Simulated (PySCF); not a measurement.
B(F)3 cation (BF3), SMILES FB(F)F (connectivity only; charge and spin as stated), charge +1, multiplicity 2. Atoms are numbered in the order given.

```xyz
4

B      0.0000     0.0000     0.0000
F     -1.3170     0.0000     0.0000
F      0.6585     1.1405     0.0000
F      0.6585    -1.1405     0.0000
```
Charge +1, spin multiplicity 2.

Geometry optimised at TPSSh-D3(BJ)/def2-TZVP. The multiplicity is an assumed one; other spin states were not compared. The isomer is the one that the SMILES or the coordinates give; other isomers of the formula were not compared.

These are PBE0/pcH-1 (PySCF) values and carry that method's errors.

Unrestricted Kohn–Sham, ⟨S²⟩ = 0.756. Hyperfine tensors hold the contact and dipolar terms, without spin-orbit corrections.

Question: Estimate the hyperfine couplings. (The exact figures need the calculation; the answer reports its results.)

Answer: 
| nucleus | A(iso) (MHz) | A(iso) (G) | dipolar principal values (MHz) |
|---|---|---|---|
| 11B no. 1 | -33.8 | -12.0 | -9.3, 4.7, 4.7 |
| 19F no. 2 | 118.4 | 42.3 | -650.0, -636.4, 1286.4 |
| 19F no. 3 | 118.4 | 42.3 | -650.0, -636.4, 1286.4 |
| 19F no. 4 | 118.4 | 42.3 | -650.0, -636.4, 1286.4 |

Question: And the g tensor (effective nuclear charges for spin-orbit coupling, GIAO)? (Estimate from the structure and the level; the computed values follow.)

Answer: principal values 2.0175, 2.0454, 2.0454; isotropic 2.0361.
